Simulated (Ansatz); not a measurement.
Bulk modulus (GPa) of 44 elemental metals, computed with PBE (PAW; Ansatz, a first-principles code) and with LDA (Ansatz, PAW). The set holds measured phases with no doubt noted on the run or the magnetic state but for the caveats below. Solids without a value at one level (not run, failed, or a magnetic order lost), or held back for tests, aren't counted.

Every twentieth of the way through the set, in order of the shift (worked out from unrounded values):

| solid | PBE | LDA | shift (%) |
|---|---|---|---|
| hcp Be | 123 | 131 | +6.8 |
| hcp Y | 40.8 | 44.2 | +8.2 |
| hcp Zr | 93.3 | 102 | +9.5 |
| hcp Mg | 36.0 | 39.7 | +10.2 |
| hcp Hf | 107 | 120 | +12.3 |
| bcc Mo | 259 | 293 | +13.0 |
| bcc Ta | 194 | 220 | +13.1 |
| hcp Sc | 54.2 | 61.6 | +13.8 |
| hcp Tc | 300 | 343 | +14.6 |
| bcc Ba | 8.70 | 10.2 | +16.9 |
| hcp Lu | 46.4 | 54.9 | +18.1 |
| fcc Sr | 11.6 | 14.0 | +20 |
| fcc Pt | 248 | 307 | +24 |
| bcc K | 3.58 | 4.48 | +25 |
| bcc Fe | 197 | 249 | +27 |
| bcc Rb | 2.78 | 3.58 | +29 |
| fcc Pb | 39.2 | 52.2 | +33 |
| α-phase Ga | 48.4 | 66.8 | +38 |
| body-centred tetragonal In | 35.5 | 49.8 | +40 |
| fcc Ag | 91.5 | 139 | +52 |
| hcp Cd | 38.4 | 63.3 | +65 |

The shift from PBE to LDA has a median of +17.9 %, and eight in ten lie between +9.7 % and +40 %; LDA is the larger in 44 of 44. Each level is at its own cell, so the shift holds the change of volume too.

Ansatz's runs of these crystals have no spin polarisation, but for bcc Fe, hcp Co, fcc Ni.

Density-functional runs with spin start from parallel moments for bcc Fe, parallel moments for hcp Co, parallel moments for fcc Ni.

Spin–orbit coupling is left out, also for the solids with elements from indium on (bcc Ta, body-centred tetragonal In, fcc Pt, hcp Os, bcc Ba, white tin (β-Sn), double-hcp La, bcc W, hcp Tl, fcc Ir and 6 more); its size isn't shown.

Each level is taken at its own relaxed cell. Caveats: the cell is over a tenth larger than the published one (another phase or state, or a fault of the published cell, is possible) (PBE: hcp Tl). Ansatz's density-functional and Hartree–Fock values are scalar-relativistic unless marked +SOC, with PAW data made under PBE.
